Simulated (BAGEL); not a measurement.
**BH5S (B(H2S)H3) at HF/STO-3G (density fitting with qzvpp-jkfit)**

Aim: the energy change on altering one bond length of BH5S (B(H2S)H3) at HF/STO-3G (density fitting with qzvpp-jkfit), from 2 runs. 

Program for the calculation: BAGEL 1.2.2.

2 further runs of the same task are left out: 2 set aside as unsound or not needed.

### 1 Starting point

The species is BH5S (7 atoms), meant as a singlet with charge 0. SMILES: `[H]B([H])([H])<-S`. The coordinates come from a GFN2-xTB relaxation.

Bond lengths: B1–S2 2.040 Å, S2–H3 1.336 Å, S2–H4 1.337 Å, B1–H5 1.181 Å, B1–H6 1.184 Å, B1–H7 1.181 Å. Angles: B1–S2–H3 98.0°, B1–S2–H4 98.0°, S2–B1–H5 102.5°, S2–B1–H6 103.4°, S2–B1–H7 102.5°, H3–S2–H4 92.0°, H5–B1–H6 115.4°, H5–B1–H7 114.9°, H6–B1–H7 115.4°.

### 2 A single-point energy at HF/STO-3G (density fitting with qzvpp-jkfit)

input.json reads:

```json
{ "bagel" : [

{
  "title" : "molecule",
  "basis" : "sto-3g",
  "df_basis" : "qzvpp-jkfit",
  "angstrom" : true,
  "geometry" : [
    { "atom" : "B", "xyz" : [       0.127630,      -0.217240,      -0.817090 ] },
    { "atom" : "S", "xyz" : [       0.134050,      -0.231310,       1.222430 ] },
    { "atom" : "H", "xyz" : [       0.506250,       1.037510,       1.415020 ] },
    { "atom" : "H", "xyz" : [      -1.154430,       0.067690,       1.414850 ] },
    { "atom" : "H", "xyz" : [       1.280190,      -0.216980,      -1.075620 ] },
    { "atom" : "H", "xyz" : [      -0.453000,       0.779570,      -1.081760 ] },
    { "atom" : "H", "xyz" : [      -0.440700,      -1.219250,      -1.077830 ] }
  ]
},

{ "title" : "hf" },

{ "title" : "print", "file" : "orbitals.molden", "orbitals" : true }

]}
```

Launch:

```console
$ BAGEL_NUM_THREADS=1 BAGEL input.json > input.out
```

What it wrote:

```text
* using 1 threads per process

  ===============================================================
  ===============================================================

  *** Geometry ***

  { "atom" : "B", "xyz" : [      0.241186,     -0.410524,     -1.544076 ] },
  { "atom" : "S", "xyz" : [      0.253318,     -0.437113,      2.310058 ] },
  { "atom" : "H", "xyz" : [      0.956674,      1.960610,      2.674000 ] },
  { "atom" : "H", "xyz" : [     -2.181557,      0.127916,      2.673679 ] },
  { "atom" : "H", "xyz" : [      2.419208,     -0.410033,     -2.032627 ] },
  { "atom" : "H", "xyz" : [     -0.856046,      1.473174,     -2.044230 ] },
  { "atom" : "H", "xyz" : [     -0.832802,     -2.304049,     -2.036804 ] },

  Number of auxiliary basis functions:      293

  Since a DF basis is specified, we compute 2- and 3-index integrals:
    o Being stored without compression. Storage requirement is 0.001 GB

  Number of basis functions:       19
  Number of electrons      :       26

    * METHOD: MOLECULE                             0.05

  *** RHF ***

  === Nuclear Repulsion ===
    54.1895368053

      * DIIS with orbital gradients will be used.

  === RHF iteration (sto-3g) ===
      0       -420.39446642          0.01233004           0.00
      1       -420.42292897          0.00335097           0.00
      2       -420.42515782          0.00031859           0.00
      3       -420.42517369          0.00005725           0.00
      4       -420.42517425          0.00000641           0.00
      5       -420.42517426          0.00000108           0.00
      6       -420.42517426          0.00000014           0.00
      7       -420.42517426          0.00000002           0.00
      8       -420.42517426          0.00000000           0.00
    * SCF iteration converged.

    * Permanent dipole moment:
           (    0.278421,    -0.473864,    -1.731669) a.u.

    * METHOD: HF                                   0.07

    * METHOD: PRINT                                0.00

  ===============================================================
```

It took 0.4 s on 1 thread of AMD EPYC 7B13 (Zen 3), shared host; peak memory 0.079 GiB.

### 3 The distorted shape at the same level

calc.json reads:

```json
{ "bagel": [

{
  "title": "molecule",
  "basis": "sto-3g",
  "df_basis": "qzvpp-jkfit",
  "angstrom": true,
  "geometry": [
    { "atom": "B", "xyz": [    0.122494,   -0.205984,   -2.448664 ] },
    { "atom": "S", "xyz": [    0.134050,   -0.231310,    1.222430 ] },
    { "atom": "H", "xyz": [    0.506250,    1.037510,    1.415020 ] },
    { "atom": "H", "xyz": [   -1.154430,    0.067690,    1.414850 ] },
    { "atom": "H", "xyz": [    1.275054,   -0.205724,   -2.707194 ] },
    { "atom": "H", "xyz": [   -0.458136,    0.790826,   -2.713334 ] },
    { "atom": "H", "xyz": [   -0.445836,   -1.207994,   -2.709404 ] }
  ]
},
{ "title": "hf", "charge": 0 },
{ "title": "print", "file": "orbitals.molden", "orbitals": true }

]}
```

Launch:

```console
$ BAGEL_NUM_THREADS=1 BAGEL calc.json > calc.out
```

What it wrote:

```text
* using 1 threads per process

  ===============================================================
  ===============================================================

  *** Geometry ***

  { "atom" : "B", "xyz" : [      0.231480,     -0.389253,     -4.627304 ] },
  { "atom" : "S", "xyz" : [      0.253318,     -0.437113,      2.310058 ] },
  { "atom" : "H", "xyz" : [      0.956674,      1.960610,      2.674000 ] },
  { "atom" : "H", "xyz" : [     -2.181557,      0.127916,      2.673679 ] },
  { "atom" : "H", "xyz" : [      2.409503,     -0.388762,     -5.115855 ] },
  { "atom" : "H", "xyz" : [     -0.865752,      1.494445,     -5.127458 ] },
  { "atom" : "H", "xyz" : [     -0.842508,     -2.282778,     -5.120032 ] },

  Number of auxiliary basis functions:      293

  Since a DF basis is specified, we compute 2- and 3-index integrals:
    o Being stored without compression. Storage requirement is 0.001 GB

  Number of basis functions:       19
  Number of electrons      :       26

    * METHOD: MOLECULE                             0.05

  *** RHF ***

  === Nuclear Repulsion ===
    40.1963066022

      * DIIS with orbital gradients will be used.

  === RHF iteration (sto-3g) ===
      0       -420.32620655          0.01501809           0.00
      1       -420.36391856          0.00264135           0.00
      2       -420.36515503          0.00063982           0.00
      3       -420.36522288          0.00005850           0.00
      4       -420.36522323          0.00000533           0.00
      5       -420.36522323          0.00000043           0.00
      6       -420.36522323          0.00000019           0.00
      7       -420.36522323          0.00000004           0.00
      8       -420.36522323          0.00000001           0.00
    * SCF iteration converged.

    * Permanent dipole moment:
           (    0.202372,    -0.345855,    -0.439473) a.u.

    * METHOD: HF                                   0.07

    * METHOD: PRINT                                0.00

  ===============================================================
```

It took 0.38 s on 1 thread of AMD EPYC 7B13 (Zen 3), shared host; peak memory 0.079 GiB.

### 4 What came out

At HF/STO-3G (density fitting with qzvpp-jkfit):

| quantity | value |
| --- | --- |
| first shape: total energy | -420.42517 Eh |
| first shape: dipole moment | 4.62 D |
| first shape: HOMO energy | -10.14 eV |
| first shape: LUMO energy | 10.17 eV |
| first shape: HOMO–LUMO gap | 20.30 eV |
| distorted shape: total energy | -420.36522 Eh |
| distorted shape: dipole moment | 1.51 D |
| distorted shape: HOMO energy | -7.92 eV |
| distorted shape: LUMO energy | 6.09 eV |
| distorted shape: HOMO–LUMO gap | 14.01 eV |
| energy change with the B1–S2 bond stretched from 2.040 to 3.671 Å | 1.631 eV |

**Reading.** With the B1–S2 bond stretched from 2.040 to 3.671 Å the energy rises by 1.63 eV (38 kcal/mol). The first shape isn't relaxed at this level, so the change isn't measured from a minimum. The minimal basis adds a large error of its own.
